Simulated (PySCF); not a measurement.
Compound: C5H12N (charge +1).
Bonds: C1–C2, C2–N3, N3–C4, C4–C5, C5–C6, N3–C6. Hydrogens: H7, H8, H9 on C1; H10, H11 on C2; H12 on N3; H13, H14 on C4; H15, H16 on C5; H17, H18 on C6.

Method: PBE0-D3(BJ)/def2-SVP geometry optimisation, gas phase (PySCF).

Some entries are withheld. Bonds in one row agree within 0.01 Å.

| coordinate | value |
| --- | --- |
| C1–C2 | ? |
| C2–N3 | ? |
| N3–C4, N3–C6 | ? |
| C4–C5, C5–C6 | ? |
| C1–H7, C1–H8, C1–H9 | 1.100 Å |
| C2–H10, C2–H11 | 1.101 Å |
| N3–H12 | 1.026 Å |
| C4–H13, C6–H18 | 1.098 Å |
| C4–H14, C6–H17 | 1.097 Å |
| C5–H15 | 1.098 Å |
| C5–H16 | 1.096 Å |
| C1–C2–N3 | 111.7° |
| C2–N3–C4 | ? |
| C4–N3–C6 | ? |
| N3–C4–C5 | ? |
| C4–C5–C6 | 87.9° |

Question: Estimate the withheld lengths and angles.

Answer: 
- C1–C2 = 1.510 Å, drawn single (methyl carbon to sp3 carbon bound to nitrogen); 0.01 Å below the sum of covalent radii, 1.52 Å.
- C2–N3 = 1.486 Å, drawn single (sp3 carbon bound to nitrogen to ammonium nitrogen); 0.02 Å above the sum of covalent radii, 1.47 Å.
- N3–C4, N3–C6 = 1.515 Å, drawn single (ammonium nitrogen to sp3 carbon bound to nitrogen); 0.04 Å above the sum of covalent radii, 1.47 Å.
- C4–C5, C5–C6 = 1.533 Å, drawn single (sp3 carbon bound to nitrogen to four-membered-ring carbon); 0.01 Å above the sum of covalent radii, 1.52 Å.
- C2–N3–C4 = 119.4°, at the ammonium nitrogen; the outer atoms are 2.591 Å apart.
- C4–N3–C6 = 89.2°, at the ammonium nitrogen, inside a 4-membered ring; the outer atoms are 2.128 Å apart.
- N3–C4–C5 = 90.2°, at the sp3 carbon bound to nitrogen, inside a 4-membered ring; the outer atoms are 2.160 Å apart.

Radii are Cordero's, carbon taken as 0.76, 0.73 or 0.69 Å for four, three, and two or fewer neighbours.

Whether it is a minimum is left open (no frequencies). Torsions: C1–C2–N3–C4 -70°, C2–N3–C4–C5 -135°, N3–C4–C5–C6 12°, C4–C5–C6–N3 -12°, C2–N3–C6–C5 135°.

One conformer stands for the species.
